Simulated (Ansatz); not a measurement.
We consider SrHfN2 (R-3m, No. 166; cell taken from a computed entry), described by r²SCAN+SOC (plane waves, PAW; Ansatz, an electronic-structure program).

Settings: plane-wave cutoff 560 eV, 12×12×12 k mesh, Fermi–Dirac smearing 0.01 eV, PAW data made under PBE.

Cell (relaxed with PBEsol):

Space group R-3m, hexagonal axes (No. 166); a = b = 3.3196 Å, c = 17.5826 Å, α = β = 90.00°, γ = 120.00°

| atom | site | symmetry | x | y | z |
|---|---|---|---|---|---|
| Sr | 3a | -3m | 0.0000 | 0.0000 | 0.0000 |
| Hf | 3b | -3m | 0.0000 | 0.0000 | 0.5000 |
| N | 6c | 3m | 0.0000 | 0.0000 | 0.2331 |
(The calculation used a cell of 4 atoms; values per cell refer to that cell.)

Question: What does this level give for the band gap, smallest direct gap on the k points sampled and Γ–Γ gap?

Answer: 
- band gap = 0.56 eV (indirect)
- smallest direct gap on the k points sampled = 1.13 eV
- Γ–Γ gap = 2.81 eV

Note: cell and atoms aren't relaxed at this level (largest force component 0.02 eV/Å, pressure 3.3 GPa).

Computed values are for the static lattice.

The result took around 5 core-minutes (rough).
